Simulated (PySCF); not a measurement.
## One molecule, a ladder of functionals, a line

Molecule: SMILES O=[PH](O)O, H3O3P.

Atoms are numbered as in `[O:1]=[PH:2]([OH:3])[OH:4]`; H(Xn) means a hydrogen on atom n.

GIAO shieldings (ppm, equivalent atoms averaged) in PySCF 2.14 on the PBE0-D3(BJ)/def2-SVP geometry, basis pcSseg-2, gas phase, non-relativistic:

| functional | exact exchange (%) | σ(O1) | σ(O3/O4) | σ(P2) |
| --- | --- | --- | --- | --- |
| BLYP | 0 | 137.8 | 188.0 | 278.8 |
| BP86 | 0 | 141.5 | 190.8 | 287.0 |
| PBE | 0 | 139.7 | 190.1 | 288.6 |
| B3LYP | 20 | 151.4 | 197.8 | 288.1 |
| PBE0 | 25 | 156.8 | 202.5 | 300.5 |
| BHandHLYP | 50 | 172.3 | 210.5 | 306.1 |
| HF | 100 | 199.4 | 231.0 | 343.5 |

Problem. Fit each shielding as a line in the percentage of exact exchange.

Solution. σ(O1) = 140.2 + 0.60 x (rms 1.5 ppm); σ(O3/O4) = 190.0 + 0.41 x (rms 1.2 ppm); σ(P2) = 283.0 + 0.57 x (rms 4.7 ppm). The functionals also differ in their semilocal parts, which the line can't hold; Hartree–Fock has no correlation at all.

Problem. What does the line predict for mPW1PW91 (25 %), and what does the run give?

Solution. σ(O1): 155.2 predicted, 157.2 computed; σ(O3/O4): 200.2 predicted, 202.9 computed; σ(P2): 297.2 predicted, 298.8 computed ppm.
